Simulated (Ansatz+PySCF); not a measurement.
Results of a calculation; reference values are marked as such.
Input for PySCF 2.14.0:

```python
from pyscf import gto, scf, cc

mol = gto.M(atom="""
Na 0.000000 0.000000 0.000000
Al 1.192010 1.589350 3.441040
""", basis='sto-3g', charge=0, spin=0)
mf = scf.UHF(mol)
mf.kernel()
mycc = cc.CCSD(mf, frozen=6).run()
et = mycc.ccsd_t()
print(mf.e_tot, mycc.e_corr, et, mycc.e_tot + et)
```

The script is written out from the run's settings.

The run gave:

* Converged: yes
* Reference energy: -398.42057 hartree
* CCSD correlation energy: -0.17211 hartree
* Triples correction: -0.00345 hartree
* Total energy: -398.59613 hartree
* Spin squared of the determinant: 0.000

This is not the lowest solution: another run reaches a determinant 2.96 eV lower. Caution: large amplitudes, a single reference is doubtful.
